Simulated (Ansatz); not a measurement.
Geometry optimisation, UKS PBE0-D4/def2-SVP in Ansatz.

Input:

```yaml
crystal:
  periodic: [false, false, false]
  atoms:
    - { symbol: B, position_ang: [0.0, 0.0, 0.0] }
    - { symbol: H, position_ang: [0.0, 0.0, 1.44] }
    - { symbol: H, position_ang: [1.0305, 0.0, -0.595] }
    - { symbol: H, position_ang: [-1.0305, 0.0, -0.595] }
    - { symbol: H, position_ang: [0.0, 0.0, 2.4] }
magnetization:
  spin_polarized: true
  initial_magnetization: 1
basis:
  gaussian: { orbitals: def2-SVP }
hamiltonian:
  xc: pbe0
  dispersion: d4
relax:
  f_tol: 0.15
  max_steps: 25
  restrain:
    - { distance: [1, 4], at: 1.86, k: 30.0 }
    - { distance: [0, 1], at: 1.19, k: 30.0 }
```

Launched with:

```bash
$ ansatz run input.yaml --threads 1 --pin off --max-ram 2048MiB --backend cpu --events-out ev --progress --plain --runs-dir out
```

**Question.** Where does it end, and by what steps?

**Answer.** The forces met the threshold. The restraints hold the end off the free minimum. After 4 steps the energy has fallen by 0.337 eV (the restraints' own energy left out); H5 moved furthest, 0.58 Å.

```json
{"step": "0", "energy less start (eV)": "0.0000", "largest force component (eV/Å)": "0.502", "accepted": "yes"}
{"step": "1", "energy less start (eV)": "-0.1981", "largest force component (eV/Å)": "0.522", "accepted": "yes"}
{"step": "2", "energy less start (eV)": "-0.2066", "largest force component (eV/Å)": "2.015", "accepted": "yes"}
{"step": "3", "energy less start (eV)": "-0.3389", "largest force component (eV/Å)": "0.203", "accepted": "yes"}
{"step": "4", "energy less start (eV)": "-0.3374", "largest force component (eV/Å)": "0.301", "accepted": "yes"}
```

```xyz
5
Properties=species:S:1:pos:R:3
B 0.000 0.000 -0.083
H 0.000 0.000 1.117
H 1.046 0.000 -0.684
H -1.046 0.000 -0.684
H 0.000 0.000 2.983
```

Time of the run: 3.8 s on 1 thread of Arm Neoverse V1, on a shared host, peak memory 0.09 GiB.
